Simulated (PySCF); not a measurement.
Molfile (atoms numbered from 1):
```
C3H5NO
     RDKit          3D

 10  9  0  0  0  0  0  0  0  0999 V2000
   -1.6062   -0.4737    0.6777 C   0  0  0  0  0  0  0  0  0  0  0  0
   -0.5287   -0.4752   -0.1075 C   0  0  0  0  0  0  0  0  0  0  0  0
    0.5692    0.5131    0.1244 C   0  0  0  0  0  0  0  0  0  0  0  0
    1.6136    0.4126   -0.7429 N   0  0  0  0  0  0  0  0  0  0  0  0
    0.5321    1.3435    1.0103 O   0  0  0  0  0  0  0  0  0  0  0  0
   -1.6712    0.2568    1.4896 H   0  0  0  0  0  0  0  0  0  0  0  0
   -2.4282   -1.1787    0.5349 H   0  0  0  0  0  0  0  0  0  0  0  0
   -0.4292   -1.1923   -0.9298 H   0  0  0  0  0  0  0  0  0  0  0  0
    1.6705   -0.3140   -1.4404 H   0  0  0  0  0  0  0  0  0  0  0  0
    2.4028    1.0313   -0.6119 H   0  0  0  0  0  0  0  0  0  0  0  0
  1  2  2  0
  2  3  1  0
  3  4  1  0
  3  5  2  0
  1  6  1  0
  1  7  1  0
  2  8  1  0
  4  9  1  0
  4 10  1  0
M  END
```

Geometry: PBE0-D3(BJ)/def2-SVP; GIAO absolute shieldings from PySCF 2.14, gas phase, non-relativistic, averaged over equivalent atoms.

At PBE0/aug-cc-pVDZ (160 basis functions, 14 s wall time on 1 thread of an x86-64 server CPU, shared host):
```csv
atoms,σ (ppm)
C3,35.1
C1,63.7
C2,66.1
N4,167.4
O5,-8.7
H6,24.24
H8,25.07
H7,25.36
H9,26.67
H10,26.78
```

Estimate the result of repeating the calculation with LDA/pcSseg-2.

## Answers


| atoms | σ at LDA/pcSseg-2 | change |
| --- | --- | --- |
| C3 | 10.0 | -25.1 |
| C1 | 34.8 | -28.9 |
| C2 | 35.3 | -30.8 |
| N4 | 140.1 | -27.3 |
| O5 | -55.7 | -47.0 |
| H6 | 23.76 | -0.48 |
| H8 | 24.33 | -0.74 |
| H7 | 24.79 | -0.57 |
| H9 | 25.87 | -0.80 |
| H10 | 26.18 | -0.60 |

The largest change is at O5 (amide-type carbonyl oxygen). Cost: 250 basis functions, 41 s wall time on 1 thread of an Arm Neoverse N1, shared host. The order of the carbon signals is the same at both levels.

The C=O carbon of an acid or of an amide with N–H lies up to 10 ppm further downfield in solution, through hydrogen bonding that the calculation lacks.
